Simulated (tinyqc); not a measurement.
Extended Hueckel theory, for CH2-, step by step. The parameters take no account of the charge, which enters only through the electron count, and nothing here shows that the anion is bound. Computed by tinyqc, a small Python program that keeps every step (integrals from PySCF). Settings: charge = -1, K = 2.0, weighted = 1, multiplicity = 2. Command: `OMP_NUM_THREADS=1 python tinyqc.py 29235 29236 out.jsonl` (the two numbers bound the seeds that draw the settings). One thread of a shared host (Intel(R) Xeon(R) Processor @ 2.60GHz), about 0.01 s of CPU time with the checks.

## Overlaps

Geometry (angstrom):
```
atom       x        y       z
C     0.0000   0.0000  0.0000
H     0.0000   0.8860  0.5740
H     0.0000  -0.8860  0.5740
```

Parameters chosen for this run:
```
element  shell  Slater exponent  H_ii (eV)
C           2s           1.6250   -21.4000
C           2p           1.6250   -11.4000
H           1s           1.3000   -13.6000
```

Slater orbitals, each expanded in six Gaussians scaled to its exponent.

overlap S:
```
         1C 2s  1C 2px   1C 2py  1C 2pz   2H 1s    3H 1s
1C 2s   1.0000  0.0000   0.0000  0.0000  0.5117   0.5117
1C 2px  0.0000  1.0000   0.0000  0.0000  0.0000   0.0000
1C 2py  0.0000  0.0000   1.0000  0.0000  0.4221  -0.4221
1C 2pz  0.0000  0.0000   0.0000  1.0000  0.2734   0.2734
2H 1s   0.5117  0.0000   0.4221  0.2734  1.0000   0.1501
3H 1s   0.5117  0.0000  -0.4221  0.2734  0.1501   1.0000
```

## Wolfsberg-Helmholz matrix

diagonal H_ii (eV): 1C 2s -21.4000, 1C 2px -11.4000, 1C 2py -11.4000, 1C 2pz -11.4000, 2H 1s -13.6000, 3H 1s -13.6000

K = 2.0000

H_ij = K' S_ij (H_ii + H_jj)/2 for i != j (the diagonal keeps H_ii), with K' = K + D^2 + D^4 (1 - K), D = (H_ii - H_jj)/(H_ii + H_jj), K = 2.

H (eV):
```
           1C 2s    1C 2px    1C 2py    1C 2pz     2H 1s     3H 1s
1C 2s   -21.4000    0.0000    0.0000    0.0000  -18.3337  -18.3337
1C 2px    0.0000  -11.4000    0.0000    0.0000    0.0000    0.0000
1C 2py    0.0000    0.0000  -11.4000    0.0000  -10.5919   10.5919
1C 2pz    0.0000    0.0000    0.0000  -11.4000   -6.8620   -6.8620
2H 1s   -18.3337    0.0000  -10.5919   -6.8620  -13.6000   -4.0838
3H 1s   -18.3337    0.0000   10.5919   -6.8620   -4.0838  -13.6000
```

## Orbitals

valence electrons = 7

Solve H C = S C e through S^(-1/2); fill by pairs from the bottom, a degenerate level sharing its electrons equally; each orbital has its largest coefficient positive (the first on a tie).

orbital energies (eV): -25.7969  -16.7217  -12.2704  -11.4000  14.0412  35.5426

occupations: 2.0000  2.0000  2.0000  1.0000  0.0000  0.0000

coefficients:
```
            MO1      MO2      MO3     MO4      MO5      MO6
1C 2s    0.6603   0.0000  -0.2997  0.0000   0.0000   1.2540
1C 2px   0.0000   0.0000   0.0000  1.0000   0.0000   0.0000
1C 2py   0.0000   0.5560   0.0000  0.0000   1.1885   0.0000
1C 2pz  -0.0075   0.0000   0.9147  0.0000   0.0000   0.6906
2H 1s    0.2828   0.4186   0.1135  0.0000  -0.9153  -0.9776
3H 1s    0.2828  -0.4186   0.1135  0.0000   0.9153  -0.9776
```

sum of one-electron energies = -120.9780 eV

## Mulliken analysis

P = C n C^T; charge = valence electrons (C 4, H 1) minus the sum of (P S)_ii on the atom; overlap population = 2 sum P_ij S_ij between two atoms.

charges: 1C -1.1602, 2H 0.0801, 3H 0.0801

Overlap populations:
```
pair      value
2-1    0.816823
3-1    0.816823
3-2   -0.049458
```
